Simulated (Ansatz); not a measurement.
For litharge PbO, PBE-D3(BJ) in Ansatz (plane waves, PAW) gives:

```
Property                     Result
-------------------  --------------
lattice constant a          4.034 Å
lattice parameter c         4.994 Å
formation enthalpy   -1.114 eV/atom
```

Problem. What does r²SCAN-D4 in Ansatz (plane waves, PAW) give for the same quantities?

Solution. 
- lattice constant a: 3.984 Å (falls by 1.2 %)
- lattice parameter c: 5.122 Å (increases by 2.6 %)
- formation enthalpy: -1.272 eV/atom (moves by -0.158 eV/atom)

For comparison: lattice constant a 3.975 Å (measured, room temperature, not corrected to a static lattice, our sources range from 3.964 to 3.975; as tabulated in Canepa et al. (2012), arXiv:1204.2842); lattice parameter c 5.023 Å (measured, room temperature, no zero-point or thermal correction, our sources range from 4.995 to 5.023; as tabulated in Canepa et al. (2012), arXiv:1204.2842); formation enthalpy -1.137 eV/atom (measured, 298 K, no zero-point or thermal correction; as tabulated in Friedrich et al. (2018), arXiv:1811.08952).

Changes are worked out from the printed values.

Unless a cell is named, each level is at its own relaxed cell (PBE-D3(BJ) 20.32, r²SCAN-D4 20.32 Å³/atom).

Levels without +SOC leave out spin–orbit coupling, which shifts energies and cells of such heavy elements.

Caveats: a distance lies near a switch of the dispersion term, which can move the cell (PBE-D3(BJ)). Ansatz's density-functional and Hartree–Fock values are scalar-relativistic unless marked +SOC, with PAW data made under PBE.

Ansatz is an electronic-structure program.
